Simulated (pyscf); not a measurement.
PySCF, gas phase, ωB97X-D3(BJ)/def2-SVP geometries.

Question: For the elementary gas-phase step HO–Nb(F)(F)(F)–F + hydrogen fluoride (HF) -> water (H₂O) + F–Nb(F)(F)(F)–F (singlet surface; Nb–O, F–H broken, H–O, F–Nb formed), what barrier and reaction energy does ωB97M-D3(BJ)/def2-TZVP give, measured from the separated reactants?

Answer: ΔE‡ = -4.7 kcal/mol, ΔE = -7.5 kcal/mol. Zero-point energy shifts the barrier by +0.9 kcal/mol. It is a four-centre exchange, with an imaginary mode of 543i cm⁻¹. On the reactant side the descent ends in an adduct with a F–Nb contact, 8.3 kcal/mol under the separated species and 2.7 kcal/mol under the saddle at ωB97X-D3(BJ)/def2-TZVP. On the product side the descent ends in an adduct with a Nb–O contact, 22.7 kcal/mol under the separated species and 24.3 kcal/mol under the saddle at ωB97X-D3(BJ)/def2-TZVP. At ωB97M-D3(BJ) the saddle lies under the separated reactants, which points to a path from their complex (located at ωB97X-D3(BJ) alone). What is counted as formed (F–Nb) is already present as a longer contact in the reactant adduct; forming that adduct is a step of its own. What is counted as broken (Nb–O) persists as a longer contact in the product adduct; parting that adduct is a step of its own. One saddle was located; it need not be the lowest between these sides. Elements past Kr carry the def2 core potentials, without spin-orbit coupling.
